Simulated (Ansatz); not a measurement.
Results of PBE in Ansatz (plane waves, PAW) for rutile TiO2.

Settings: plane-wave cutoff 520 eV, 6×6×8 k mesh (along the axes of the cell as run), perturbation theory, no spin polarisation, scalar-relativistic PAW data made under PBE.

Computed at the level's own relaxed cell.

Task: Predict the high-frequency dielectric constant (mean over three axes).

Result: 
high-frequency dielectric constant (mean over three axes): 7.85

Measured, for comparison: high-frequency dielectric constant 6.34 (temperature not stated, not corrected to a static lattice, mean; as tabulated in Skone et al. (2014), arXiv:1501.03184). Computed (rounded) less measured: high-frequency dielectric constant +24 %.

Note: the run finds an imaginary mode (107i cm⁻¹), so the cell is a saddle point at this level.

Ansatz is a program for electronic structure.
